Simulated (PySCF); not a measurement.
## Calculated NMR parameters of methylenecyclopropene

```
Formula                               : C4H4
SMILES                                : C=C1C=C1
InChI                                 : InChI=1S/C4H4/c1-4-2-3-4/h2-3H,1H2
Point group of the computed structure : C2v
Degrees of unsaturation               : 3
Carbon signals                        : 3
Proton signals                        : 2
```

Numbering as in the mapped SMILES `[CH2:1]=[C:2]1[CH:3]=[CH:4]1`. Hydrogens are named by the atom that carries them.

How the numbers were obtained: couplings computed with B3LYP/pcJ-1, GFN2-xTB geometry, NMR shieldings at PBE0/pcSseg-1/GIAO, in PySCF 2.14.0 with density-fitted response routines (one averaged value for each set of equivalent atoms, a single conformation, no solvent, non-relativistic Hamiltonian).

Chemical shifts δ = σref − σ; TMS for $^{1}$H (31.72 ppm) and $^{13}$C (186.93 ppm), all at this level.

| carbon | δC, type | δH (multiplicity, J in Hz) | HMBC from (abs. J ≥ 3 Hz) | span of the C tensor (ppm) |
| --- | --- | --- | --- | --- |
| C1 | 65.3, CH2 | 4.05 (dd, 3.0, 1.7) | – | 128 |
| C2 | 122.5, C | – | – | 272 |
| C3/C4 | 144.0, CH | 8.23 (dd, 3.0, 1.7) | H(C1) | 264 |

Selected couplings (Hz, signed; the shortest-range and largest first, 30 at most; isotopes $^{13}$C, $^{1}$H): $^{1}J$(C3,H(C3)) 235.7, $^{1}J$(C1,H(C1)) 169.9, $^{1}J$(C1,C2) 118.6, $^{1}J$(C2,C3) 24.3, $^{2}J$(C1,C3) -2.8, $^{4}J$(H(C1),H(C4)) 3.0, $^{4}J$(H(C1),H(C3)) 1.7.

Carbon types of the structure: 1 × C, 2 × CH, 1 × CH2, which accounts for all hydrogens. δC 144.0: alkene CH; an sp2 carbon of a C=C bond. δC 122.5: fully substituted alkene carbon; an sp2 carbon of a C=C bond. δC 65.3: terminal =CH2 carbon. δH 8.23: hydrogen on an alkene CH. δH 4.05: hydrogen on a terminal =CH2 carbon; attached to an sp2 carbon and in the plane of the double bond.

Multiplet labels drop couplings under 1 Hz and merge nearly equal ones. Shifts are as computed. Against solution values, carbons near 30 ppm lie about +3 ppm off and those near 130 ppm about +5 ppm. Of 1211 compounds with measured shifts, 218 miss one by over three times the rms of a fit or turn the order of signals round; such compounds aren't used in these exercises.
